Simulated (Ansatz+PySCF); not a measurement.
## singlet C2H4: levels of theory in one basis

```xyz
6

C    -0.0034    0.0092   -0.6632
C     0.0091   -0.0040    0.6660
H     0.0019   -0.9226   -1.2355
H    -0.0069    0.9240   -1.2412
H     0.0079   -0.9260    1.2370
H     0.0000    0.9376    1.2480
```

Basis set: def2-SVP (spherical functions). Frozen core: 2 orbitals. Charge 0, multiplicity 1.

Computed with Ansatz (development build ahead of 0.2.0); each method stands on the lowest determinant of its kind that the runs found. NEVPT2 correlates all electrons. Active spaces start from the frontier orbitals, and the lowest solution found is given.

```csv
method,E − E(RHF) (eV),<S²> of the determinant
RHF,0.00,0.00
RHF-MP2,-7.47,–
RHF-CCSD,-8.29,–
RHF-CCSD(T),-8.56,–
"CASSCF(2,2)",-0.77,–
```

Problem. What does SC-NEVPT2(2,2) give on the same scale?

Solution. -7.76 eV. NEVPT2 here correlates all electrons, so it doesn't share the others' frozen core.

Problem. Is a single determinant a sound starting point here?

Solution. By this sign, yes. Unrestricted orbitals gain 0.00 eV and <S²> is 0.00 against 0.00 for a pure state. The CASSCF(2,2) natural occupations are 1.91, 0.09.
